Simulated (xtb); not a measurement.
Species: CHN, SMILES `C#N` (charge 0, multiplicity 1).

Question: Give a relaxed geometry from GFN2-xTB (xtb 6.7.1).

Answer: the end point of this relaxation (outside a Z-matrix the atoms follow the SMILES, hydrogens last).
Bond lengths (Å): C1–N2 1.137, C1–H3 1.058. Angles (°): N2–C1–H3 180.0.
